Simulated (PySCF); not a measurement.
## Two structures, one formula

The two ends of one reaction step of C₂H₃N, singlet (PBE0-D4/def2-TZVP).

A:

```tsv
atom	x (Å)	y (Å)	z (Å)
C1	-0.1481	-0.0406	0.4527
C2	0.6514	0.1782	-1.9837
N3	0.2899	0.0794	-0.8816
H4	-0.2114	0.9464	0.9126
H5	-1.1325	-0.5095	0.4790
H6	0.5536	-0.6534	1.0201
```

B:

```xyz
6
angstrom
C -0.3893 0.1705 0.2350
C 0.7723 -0.3377 -0.4667
N 1.6935 -0.7403 -1.0232
H -0.3859 1.2613 0.2249
H -1.3023 -0.1833 -0.2459
H -0.3812 -0.1721 1.2708
```

Program: PySCF 2.14 with density fitting (its default auxiliary sets; JK sets also for MP2 and CCSD(T)). Basis: def2-TZVPP. Cores are frozen in the correlated methods. B3LYP uses VWN-RPA correlation.

Question: Which structure is lower at CCSD(T), and by how much? (Judge from chemistry; the value comes from the calculation.)

Answer: Computed: B, by 24.26 kcal/mol (electronic energy, against the other). By their contacts, A is C₂H₃N ([C][N][CH3]) and B is C₂H₃N (CC#N).

All methods give the same order:

```tsv
method	E(B) − E(A) (kcal/mol)
SPW92	-24.57
PBE-D4	-24.86
r2SCAN-D4	-24.79
PBE0-D4	-24.07
B3LYP-D4	-23.38
BHLYP-D4	-22.29
wB97M-V	-22.55
HF	-19.80
MP2	-27.00
CCSD	-23.93
CCSD(T)	-24.26
```

The T1 diagnostic stays at or below 0.014.

Labels in which every atom is bracketed show which atoms are joined, not bond orders.

For scale, one of the runs: CCSD(T)/def2-TZVPP, 135 basis functions, launched by `OMP_NUM_THREADS=4 python run.py`. The run took 52 s on 4 CPU threads of an Arm Neoverse V1 (shared host), with 0.71 GiB of host memory at its peak.
